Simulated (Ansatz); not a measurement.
Geometry optimisation, RKS r2SCAN-D4/def2-SVP in Ansatz 0.2.0.

Input:

```yaml
crystal:
  periodic: [false, false, false]
  atoms:
    - { symbol: "N", position_ang: [1.11024, 0.08665, -0.64976] }
    - { symbol: C, position_ang: [-0.01404, -0.08843, -0.04122] }
    - { symbol: O, position_ang: [-0.83475, -1.02596, -0.0499] }
    - { symbol: O, position_ang: [-0.36052, 1.01249, 0.79241] }
    - { symbol: H, position_ang: [1.30456, -0.73344, -1.22989] }
    - { symbol: H, position_ang: [-1.20549, 0.7487, 1.17836] }
total_charge: -1
basis:
  gaussian: { orbitals: def2-SVP }
hamiltonian:
  xc: r2scan
  dispersion: d4
relax:
  f_tol: 0.02
  max_steps: 50
output:
  orbitals: {}
```

Command:

```bash
$ ansatz run input.yaml --threads 1 --pin off --max-ram 2048MiB --backend cpu --events-out ev --progress --plain --runs-dir out
```

Where does it end, and by what steps?

The run converged. Limits of this set-up: an anion without diffuse functions, the dipole of an ion depends on the origin. After 4 steps the energy has fallen by 0.053 eV; H6 moved furthest, 0.06 Å.

| step | energy less start (eV) | largest force component (eV/Å) | accepted |
| --- | --- | --- | --- |
| 0 | 0.0000 | 1.472 | yes |
| 1 | -0.0392 | 0.560 | yes |
| 2 | -0.0529 | 0.068 | yes |
| 3 | -0.0528 | 0.109 | no |
| 4 | -0.0533 | 0.016 | yes |

```xyz
6
Properties=species:S:1:pos:R:3
N 1.141 0.110 -0.656
C -0.003 -0.073 -0.039
O -0.842 -1.011 -0.037
O -0.356 1.025 0.798
H 1.258 -0.748 -1.210
H -1.199 0.698 1.144
```

Time of the run: 12 s on 1 thread of Intel(R) Xeon(R) Processor @ 2.70GHz, with other jobs on the host, peak memory 0.15 GiB.
